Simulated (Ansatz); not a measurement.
Basis-set extrapolation for `CN=S=O` (PBE0-D4/def2-TZVP geometry, frozen core, Ansatz). Multiplicity 1, RHF reference.

|  | def2-TZVPP | def2-QZVPP |
| --- | --- | --- |
| HF | -566.484019 | -566.505276 |
| MP2 correlation | -0.800538 | -0.861101 |
| CCSD(T) correlation | -0.853341 | -0.909571 |

Energies in hartree. Use E(X) = E(∞) + A·exp(−7.88·√X) for Hartree–Fock and E(X) = E(∞) + B·X^(−2.97) for correlation, with X = 3 and 4.

Problem. What is the CCSD(T) energy at the basis-set limit?

Solution. HF limit: -566.505276 + (-0.021257) × 0.13774 = -566.50820. Correlation limit: -0.909571 + (-0.056230) × 0.74074 = -0.95122. Total: -567.45942 hartree, 320.5 kJ/mol below CCSD(T)/def2-TZVPP.
